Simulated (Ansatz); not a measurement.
System: AlCl2, net charge 0, doublet state. It need not be the lowest isomer of its formula. SMILES: [Cl][Al][Cl]
Structure (B3LYP-D3(BJ)/def2-TZVP (Ansatz, a quantum-chemistry and plane-wave program) minimum search):
```xyz
3

Al    -0.0038     0.7767     0.0269
Cl     1.8221    -0.2876    -0.0212
Cl    -1.8191    -0.3063     0.0006
```
Charge 0, spin multiplicity 2.

Atomisation energy built up term by term with Ansatz (kcal/mol; UHF references for open shells; valence terms freeze the core; atomic spin-orbit terms are left out). CBS(X,Y): correlation extrapolated as X^-3; Hartree-Fock from the larger set.

```tsv
term	basis	kcal/mol
Hartree-Fock	cc-pV(Q+d)Z	153.73
CCSD correlation	CBS(cc-pV(T+d)Z,cc-pV(Q+d)Z)	35.96
(T)	CBS(cc-pV(T+d)Z,cc-pV(Q+d)Z)	5.35
core correlation	cc-pwCVTZ	-0.61
scalar relativity (X2C)	cc-pVTZ-DK against cc-pVTZ	-0.81
sum: De		193.6
```

(T) makes 2.7 % of the CCSD(T) atomisation energy; under 5 % is typical of single-reference molecules.
